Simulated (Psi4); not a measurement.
# BF2 (SMILES F[B]F) at UCCSD/cc-pVTZ

Aim: the energy change on altering one bond length of BF2 at UCCSD/cc-pVTZ, from 2 runs. 

The calculation is run with Psi4 1.11.

3 further runs of the same task are left out: 3 set aside as unsound or not needed.

### Step 1. The molecule

BF2 has 3 atoms, charge 0, and is taken as a doublet. SMILES: `F[B]F`. The coordinates come from a PBE0-D4/def2-TZVP relaxation.

Bond lengths: F1–B2 1.306 Å, B2–F3 1.306 Å. Angles: F1–B2–F3 121.1°.

### Step 2. A single-point energy at UCCSD/cc-pVTZ

File input.in:

```
memory 1.6 GB

molecule mol {
  0 2
  F      0.513100    -1.044300     0.160000
  B      0.279000     0.240500     0.181300
  F     -0.802900     0.738900    -0.354600
  units angstrom
  symmetry c1
  no_reorient
  no_com
}

set basis cc-pVTZ
set reference uhf
set puream true
set e_convergence 1e-09
set d_convergence 1e-08
set scf_type pk
set num_frozen_docc 3
set maxiter 200

result, w = energy('ccsd', return_wfn=True)
print_variables()
```

Run with:

```console
$ psi4 -i input.in -o input.out -n 1
```

input.out (excerpt; [...] marks lines left out):

```text
[...]
  Running in c1 symmetry.
[...]
  Nuclear repulsion =   55.302284297814481
[...]
  Multiplicity = 2
[...]
  Nalpha       = 12
  Nbeta        = 11
[...]
    Number of basis functions: 90
[...]
   @UHF iter   1:  -223.65270810217345   -8.36720e-01   4.39022e-03 DIIS/ADIIS
[...]
   @UHF iter  12:  -223.70742178599878   -1.05160e-11   6.56767e-09 DIIS
[...]
   @S^2 Observed:                7.521937109E-01
[...]
    Orbital Energies [Eh]
    ---------------------
    Alpha Occupied:
       1A    -26.337668     2A    -26.337646     3A     -7.749936
       4A     -1.671158     5A     -1.642765     6A     -0.843812
       7A     -0.791540     8A     -0.754035     9A     -0.732221
      10A     -0.676613    11A     -0.676531    12A     -0.413476
    Alpha Virtual:
      13A      0.102668    14A      0.204742    15A      0.208594
      16A      0.262861    17A      0.298584    18A      0.490628
      19A      0.520997    20A      0.561406    21A      0.667210
      22A      0.669966    23A      0.669994    24A      0.787877
      25A      1.015790    26A      1.033978    27A      1.046624
[...]
  @UHF Final Energy:  -223.70742178599878
   => Energetics <=
    Nuclear Repulsion Energy =             55.3022842978144809
    One-Electron Energy =                -421.3096517676266899
    Two-Electron Energy =                 142.2999456838134336
    Total Energy =                       -223.7074217859987755
  UHF NO Occupations:
  HONO-2 :   10  A 1.9995905
  HONO-1 :   11  A 1.9994544
[...]
 Multipole Moments:
 ------------------------------------------------------------------------------------
     Multipole            Electronic (a.u.)      Nuclear  (a.u.)        Total (a.u.)
 ------------------------------------------------------------------------------------
 L = 1.  Multiply by 2.5417464519 to convert [e a0] to [Debye]
 Dipole X            :          2.4448557           -2.2926157            0.1522400
 Dipole Y            :          3.0628007           -2.9217056            0.1410951
 Dipole Z            :          1.6966724           -1.5966296            0.1000428
 Magnitude           :                                                    0.2304201
[...]
      * MP2 total energy                      = -224.277981501598362
[...]
      * CCSD total energy                     = -224.280039175287271
[...]
```

It took 58 s on 1 thread of AMD EPYC 7B13 (Zen 3), shared host; peak memory 0.81 GiB.

### Step 3. The distorted shape, same level

File input.inp:

```
memory 1.6 GB

molecule {
  0 2
  F      0.583336    -1.429774     0.153609
  B      0.279000     0.240500     0.181300
  F     -0.802900     0.738900    -0.354600
  units angstrom
  symmetry c1
}

set {
  reference uhf
  puream true
  e_convergence 1e-09
  d_convergence 1e-08
  scf_type pk
  num_frozen_docc 3
  maxiter 200
}

result, w = energy("ccsd/cc-pVTZ", return_wfn=True)
```

Run with:

```console
$ psi4 -i input.inp -o input.out -n 1
```

input.out (excerpt; [...] marks lines left out):

```text
[...]
  Running in c1 symmetry.
[...]
  Nuclear repulsion =   48.593030245616106
[...]
  Multiplicity = 2
[...]
  Nalpha       = 12
  Nbeta        = 11
[...]
    Number of basis functions: 90
[...]
   @UHF iter   1:  -223.54024537788112   -1.07208e+00   5.24214e-03 ADIIS/DIIS
[...]
   @UHF iter  15:  -223.63516972574959   -4.06430e-12   6.33762e-09 DIIS
[...]
   @S^2 Observed:                7.587581962E-01
[...]
    Orbital Energies [Eh]
    ---------------------
    Alpha Occupied:
       1A    -26.385617     2A    -26.268881     3A     -7.819769
       4A     -1.697708     5A     -1.524704     6A     -0.860271
       7A     -0.763894     8A     -0.744953     9A     -0.684434
      10A     -0.608890    11A     -0.606004    12A     -0.465525
    Alpha Virtual:
      13A      0.057618    14A      0.173422    15A      0.188999
      16A      0.253679    17A      0.280595    18A      0.359342
      19A      0.479490    20A      0.533408    21A      0.555156
      22A      0.634070    23A      0.681777    24A      0.742796
      25A      1.010293    26A      1.022771    27A      1.028273
[...]
  @UHF Final Energy:  -223.63516972574959
   => Energetics <=
    Nuclear Repulsion Energy =             48.5930302456161058
    One-Electron Energy =                -408.2591368971015982
    Two-Electron Energy =                 136.0309369257359151
    Total Energy =                       -223.6351697257495914
  UHF NO Occupations:
  HONO-2 :   10  A 1.9996748
  HONO-1 :   11  A 1.9962049
[...]
 Multipole Moments:
 ------------------------------------------------------------------------------------
     Multipole            Electronic (a.u.)      Nuclear  (a.u.)        Total (a.u.)
 ------------------------------------------------------------------------------------
 L = 1.  Multiply by 2.5417464519 to convert [e a0] to [Debye]
 Dipole X            :          0.1431742           -0.1503392           -0.0071650
 Dipole Y            :          1.1461240           -0.1858635            0.9602604
 Dipole Z            :          0.0000000            0.0000000            0.0000000
 Magnitude           :                                                    0.9602871
[...]
      * MP2 total energy                      = -224.217385728548010
[...]
      * CCSD total energy                     = -224.217162302878933
[...]
```

Wall time 65 s (1 thread of AMD EPYC 7B13 (Zen 3), shared host); peak memory 0.81 GiB.

### Step 4. What came out

Level: UCCSD/cc-pVTZ, 3 core orbitals frozen.

```
                                                                   quantity          value
                                                  first shape: total energy  -224.28004 Eh
    first shape: HOMO energy (Hartree–Fock orbitals) (highest over α and β)      -11.25 eV
     first shape: LUMO energy (Hartree–Fock orbitals) (lowest over α and β)        1.89 eV
                   first shape: correlation energy (3 core orbitals frozen)     -572.6 mEh
                             first shape: ⟨S²⟩ of the reference determinant          0.752
                                                 first shape: T1 diagnostic          0.021
                                              distorted shape: total energy  -224.21716 Eh
distorted shape: HOMO energy (Hartree–Fock orbitals) (highest over α and β)      -12.67 eV
 distorted shape: LUMO energy (Hartree–Fock orbitals) (lowest over α and β)        0.70 eV
               distorted shape: correlation energy (3 core orbitals frozen)     -582.0 mEh
                         distorted shape: ⟨S²⟩ of the reference determinant          0.759
                                             distorted shape: T1 diagnostic          0.028
          energy change with the F1–B2 bond stretched from 1.306 to 1.698 Å       1.711 eV
```

In words: With the F1–B2 bond stretched from 1.306 to 1.698 Å the energy rises by 1.71 eV (39 kcal/mol). The first shape isn't relaxed at this level, so the change isn't measured from a minimum.
